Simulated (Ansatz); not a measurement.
Geometry optimisation, RKS LDA/def2-SVP (Ansatz).

input.yaml

```yaml
crystal:
  periodic: [false, false, false]
  atoms:
    - { symbol: Si, position_ang: [0.206187, 0.040239, 0.003524] }
    - { symbol: O, position_ang: [0.621719, -0.07052, 1.61346] }
    - { symbol: H, position_ang: [-0.109069, -0.080819, 2.262174] }
    - { symbol: H, position_ang: [1.613266, 0.086712, -0.393425] }
    - { symbol: "N", position_ang: [-0.706758, 1.379437, -0.541475] }
    - { symbol: H, position_ang: [-1.695228, 1.325441, -0.794403] }
    - { symbol: H, position_ang: [-0.347848, 2.33474, -0.523762] }
    - { symbol: H, position_ang: [-0.54527, -1.167129, -0.492792] }
basis:
  gaussian: { orbitals: def2-SVP }
hamiltonian:
  xc: lda
relax:
  f_tol: 0.03
  max_steps: 50
```

Run as:

```bash
$ ansatz run input.yaml --threads 1 --pin off --max-ram 2048MiB --backend cpu --events-out ev --progress --plain --runs-dir out
```

**Question.** Where does it end, and by what steps?

**Answer.** It converged. After 6 steps the energy has fallen by 0.111 eV; H4 moved furthest, 0.17 Å.

```tsv
step	energy less start (eV)	largest force component (eV/Å)	accepted
0	0.0000	0.842	yes
1	-0.1024	0.269	yes
2	-0.1088	0.139	yes
3	-0.1103	0.045	yes
4	-0.1107	0.036	yes
5	-0.1109	0.032	yes
6	-0.1110	0.020	yes
```

```xyz
8
Properties=species:S:1:pos:R:3
Si 0.259 0.040 0.017
O 0.562 -0.025 1.655
H -0.225 -0.098 2.225
H 1.641 0.095 -0.560
N -0.668 1.369 -0.544
H -1.675 1.300 -0.701
H -0.337 2.336 -0.519
H -0.520 -1.168 -0.441
```

Whether the end is a true minimum wasn't checked by a vibrational analysis.

The run took 7.9 s on 1 thread of Arm Neoverse V2, with other jobs on the host, peak memory 0.13 GiB.
